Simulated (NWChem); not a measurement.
Program: NWChem. System: HN, charge 0, spin multiplicity 3, at a geometry optimised with UPBE/def2-SVP. The structure started from a generated list of species. Its SCF solution wasn't tested for a lower state. Level: URI-MP2/cc-pVQZ, 1 core orbitals frozen.

The NWChem input:

```
start mol
memory heap 200 mb stack 900 mb global 1100 mb
geometry units angstroms nocenter noautoz
  N      0.000000     0.000000     0.132558
  H      0.000000     0.000000    -0.927906
  symmetry group C2v
end
basis spherical
  * library cc-pvqz
end
basis "ri-mp2 basis" spherical
  * library cc-pvqz-ri
end
scf
  uhf
  nopen 2
  maxiter 100
  thresh 1e-7
  semidirect memsize 60000000 filesize 0
  # guess.movecs holds the orbitals of an unrestricted PBE0 run
  vectors input guess.movecs output mol.movecs
end
mp2
  freeze core 1
end
task rimp2 energy
```

Part of the output:

```
             Northwest Computational Chemistry Package (NWChem) 7.3.0
             --------------------------------------------------------

                                NWChem Input Module
                                -------------------

 Scaling coordinates for geometry "geometry" by  1.889725989
 (inverse scale =  0.529177249)

 Turning off AUTOSYM since
 SYMMETRY directive was detected!

                             Geometry "geometry" -> ""
                             -------------------------

 Output coordinates in angstroms (scale by  1.889725989 to convert to a.u.)

  No.       Tag          Charge          X              Y              Z
 ---- ---------------- ---------- -------------- -------------- --------------
    1 N                    7.0000     0.00000000     0.00000000     0.13255800
    2 H                    1.0000     0.00000000     0.00000000    -0.92790600

 Effective nuclear repulsion energy (a.u.)       3.4930377108

            Nuclear Dipole moment (a.u.)
            ----------------------------
        X                 Y               Z
 ---------------- ---------------- ----------------
     0.0000000000     0.0000000000    -0.0000000000

      Symmetry information
      --------------------

 Group name             C2v
 Group number             16
 Group order               4
 No. of unique centers     2

      Symmetry unique atoms

     1    2


 Summary of "ao basis" -> "" (spherical)
 ------------------------------------------------------------------------------
       Tag                 Description            Shells   Functions and Types
 ---------------- ------------------------------  ------  ---------------------
 *                          cc-pvqz                   on all atoms

 Summary of "ri-mp2 basis" -> "" (spherical)
 ------------------------------------------------------------------------------
       Tag                 Description            Shells   Functions and Types
 ---------------- ------------------------------  ------  ---------------------
 *                         cc-pvqz-ri                 on all atoms
[...]
 RI-MP2 Calculation Information:
          Nr. of AO basis functions:         85
     Nr. of fitting basis functions:        187
               Nr. of MO spin cases:          2
        Nr. of MOs to be correlated:         84         84
     Nr. of occupied MOs correlated:          4          2
      Nr. of virtual MOs correlated:         80         82

          RI integral approximation: 'V'
    Threshold for Schwarz screening:  1.000E-09
 Smallest eigenvalue retained in fit  1.000E-08
    Type of storage for MO integrals 'EAF library'

 Transformation block size    4, requiring     1 integral passes.
 XForm_3cInts: Completed     1:    4 pass.
 Transformation block size    2, requiring     1 integral passes.
 XForm_3cInts: Completed     1:    2 pass.
 Energy evaluation using block sizes     4    4
 RIMP2_V_E2: Approx. ints. done (    1:    4,    1:    4)
 RIMP2_V_E2: Copy to B done (    1:    4,    1:    4)
 RIMP2_V_E2: Denominators done (    1:    4,    1:    4)
 RIMP2_V_E2: Completed block (    1:    4,    1:    4)
 RIMP2_V_E2: Approx. ints. done (    1:    4,    1:    2)
 RIMP2_V_E2: Copy to B done (    1:    4,    1:    2)
 RIMP2_V_E2: Denominators done (    1:    4,    1:    2)
 RIMP2_V_E2: Completed block (    1:    4,    1:    2)
 RIMP2_V_E2: Approx. ints. done (    1:    2,    1:    2)
 RIMP2_V_E2: Copy to B done (    1:    2,    1:    2)
 RIMP2_V_E2: Denominators done (    1:    2,    1:    2)
 RIMP2_V_E2: Completed block (    1:    2,    1:    2)

          -------------------------------------------
          SCF energy                 -54.984148097864
          Correlation energy          -0.147987806778
          Total MP2 energy           -55.132135904642
          -------------------------------------------

 -----------------------
 Performance information
 -----------------------

 Timer overhead =  1.00D-07 seconds/call

               Nr. of calls         CPU time (s)                 Wall time (s)                GFlops
             ---------------    -------------------     ------------------------------   -------------------
Name         Min   Avg   Max    Min     Avg     Max     Min     Avg     Max   Mx/calls   Min     Max     Sum
Overall       1     1     1    1.4     1.4     1.4      1.4     1.4     1.4     1.4      0.0     0.0     0.0
3c integr     2     2     2   0.37    0.37    0.37     0.37    0.37    0.37    0.18      0.0     0.0     0.0
Energy        1     1     1   1.44E-2 1.44E-2 1.44E-2  1.44E-2 1.44E-2 1.44E-2 1.44E-2   0.0     0.0     0.0
3c integr     2     2     2   0.36    0.36    0.36     0.36    0.36    0.36    0.18      0.0     0.0     0.0
First 2/3     6     6     6   2.54E-3 2.54E-3 2.54E-3  2.54E-3 2.54E-3 2.54E-3 4.24E-4   0.0     0.0     0.0
Final 1/3     2     2     2   1.44E-3 1.44E-3 1.44E-3  1.44E-3 1.44E-3 1.44E-3 7.22E-4   0.0     0.0     0.0
Write 3c      2     2     2   3.00E-4 3.00E-4 3.00E-4  3.00E-4 3.00E-4 3.00E-4 1.50E-4   0.0     0.0     0.0
Read 3c i     3     3     3   2.16E-4 2.16E-4 2.16E-4  2.16E-4 2.16E-4 2.16E-4 7.19E-5   0.0     0.0     0.0
Fitting b     1     1     1   1.85E-2 1.85E-2 1.85E-2  1.85E-2 1.85E-2 1.85E-2 1.85E-2   0.0     0.0     0.0
Schwarz i     1     1     1   2.03E-2 2.03E-2 2.03E-2  2.03E-2 2.03E-2 2.03E-2 2.03E-2   0.0     0.0     0.0
Form 4ci      3     3     3   2.34E-3 2.34E-3 2.34E-3  2.34E-3 2.34E-3 2.34E-3 7.79E-4   0.0     0.0     0.0
Form A &      3     3     3   1.08E-2 1.08E-2 1.08E-2  1.08E-2 1.08E-2 1.08E-2 3.61E-3   0.0     0.0     0.0
Denominat     3     3     3   1.05E-4 1.05E-4 1.05E-4  1.05E-4 1.05E-4 1.05E-4 3.51E-5   0.0     0.0     0.0
Pair Ener     3     3     3   3.60E-4 3.60E-4 3.60E-4  3.60E-4 3.60E-4 3.60E-4 1.20E-4   0.0     0.0     0.0

 The average no. of pstat calls per process was 3.30D+01
 with a timing overhead of 3.32D-06s

 Task  times  cpu:        1.4s     wall:        1.4s

 Total times  cpu:        1.4s     wall:        1.4s
```
